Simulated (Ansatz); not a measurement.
**What a trial cell of As relaxes into**

The calculation used Ansatz 0.2.0, DFT PBEsol, scalar-relativistic, plane waves, PAW. Cutoff 420 eV, Γ-centred k mesh, Gaussian smearing, no spin polarisation in the final step.

The start puts As on the graphite structure type (P6_3/mmc, No. 194), at a guessed volume.

```
CELL_PARAMETERS angstrom
3.30589 0.00000 0.00000
-1.65295 2.86299 0.00000
0.00000 0.00000 9.00385
ATOMIC_POSITIONS crystal
As 0.00000 0.00000 0.25000
As 0.00000 0.00000 0.75000
As 0.33333 0.66667 0.75000
As 0.66667 0.33333 0.25000
```

Steps on the 6×6×2 mesh (4 atoms). 12 of 20 steps are shown, and the free energy counts from the last. Trial steps that were taken back and renewals of the plane-wave basis can be among the rows.

```tsv
step	ΔF (meV/atom)	V (Å³/atom)	P (GPa)
1	4228.8	21.30	98.64
3	1642.1	25.60	37.23
4	1003.2	27.85	21.80
6	448.7	31.93	2.07
8	368.0	29.80	-1.29
10	273.3	26.72	-2.15
11	218.2	25.12	-2.45
13	127.0	21.81	-0.33
15	126.8	21.83	0.00
17	5.2	22.77	1.96
18	0.5	23.53	-0.30
20	0.0	23.48	-0.02
```

Steps on the 6×6×4 mesh (4 atoms). 4 of 5 steps are shown, and the free energy counts from the last.

```json
{"step": "1", "ΔF (meV/atom)": "12.0", "V (Å³/atom)": "23.48", "P (GPa)": "-0.54"}
{"step": "2", "ΔF (meV/atom)": "0.7", "V (Å³/atom)": "22.53", "P (GPa)": "0.50"}
{"step": "4", "ΔF (meV/atom)": "-0.1", "V (Å³/atom)": "22.61", "P (GPa)": "-0.01"}
{"step": "5", "ΔF (meV/atom)": "0.0", "V (Å³/atom)": "22.61", "P (GPa)": "-0.01"}
```

Steps on the 12×12×10 mesh (4 atoms). 4 of 5 steps are shown, and the free energy counts from the last.

| step | ΔF (meV/atom) | V (Å³/atom) | P (GPa) |
| --- | --- | --- | --- |
| 1 | 2.2 | 22.61 | 0.21 |
| 2 | 0.2 | 22.52 | 0.12 |
| 3 | 0.0 | 22.52 | -0.04 |
| 5 | 0.0 | 22.50 | 0.03 |

A final relaxation ran on a 12×12×10 mesh. The relaxed crystal, P6_3/mmc (No. 194):

Space group P6_3/mmc (No. 194). a = 4.422 Å, b = 4.422 Å, c = 5.313 Å, α = 90.00°, β = 90.00°, γ = 120.00°
| atom | site | symmetry | x | y | z |
| --- | --- | --- | --- | --- | --- |
| As | 2b | -6m2 | 0.0000 | 0.0000 | 0.2500 |
| As | 2d | -6m2 | 0.3333 | 0.6667 | 0.7500 |

- Volume per atom: 22.50 Å³
- Density: 5.53 g/cm³
- Energy over the standard structure: 0.44 eV/atom
- Gap on the 12×12×10 mesh: 0 eV (a metal)

Energies count from the standard state of As at the same level.

The final run used a 12×12×10 mesh on its 4-atom cell and 0.10 eV smearing. For metals, differences of a few meV/atom aren't resolved.

Symmetry constrained the relaxation, so the result can be a saddle point.